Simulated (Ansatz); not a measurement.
Ansatz (an electronic-structure program) input (PBE0/3-21G): A basis named .json is the Basis Set Exchange file of that set (core-valence sets with the plain set on hydrogen).

Ansatz 0.2 input:
```yaml
crystal:
  periodic: [false, false, false]
  atoms:
    - {symbol: Cl, position_ang: [-1.92526600, 0.00557100, -0.00009700]}
    - {symbol: H, position_ang: [-0.65842700, -0.19370300, 0.00247600]}
basis:
  gaussian:
    orbitals: 3-21G.json
hamiltonian:
  xc: {name: PBE0}
magnetization: {spin_polarized: false}
```

Output:

```
Functional definition: PBE0
integrals: 0.00 GiB planned
157 factors; integrals over basis functions are off by at most 6.1e-4 eV
mean field: 0.05 GiB planned
mean field evaluation 1: about -12473.8698 eV, gradient 1.0e1 eV
mean field evaluation 2: about -12474.0177 eV, gradient 8.8e0 eV
mean field evaluation 4: about -12474.2284 eV, gradient 1.8e-2 eV
mean field evaluation 8: about -12474.2243 eV, gradient 2.8e-4 eV
mean field -12474.22427717 eV, -458.4192868531 hartree, gradient 3.4e-6 eV, S^2 0.000000; 0 other end points of the search recorded, 0 dependent functions left out
reference -12474.22428863 eV, -458.4192872741 hartree; 9, 9 occupied and 6, 6 virtual orbitals, 157 factors
Total energy: -12474.22428863 eV, -458.4192872741 hartree
```
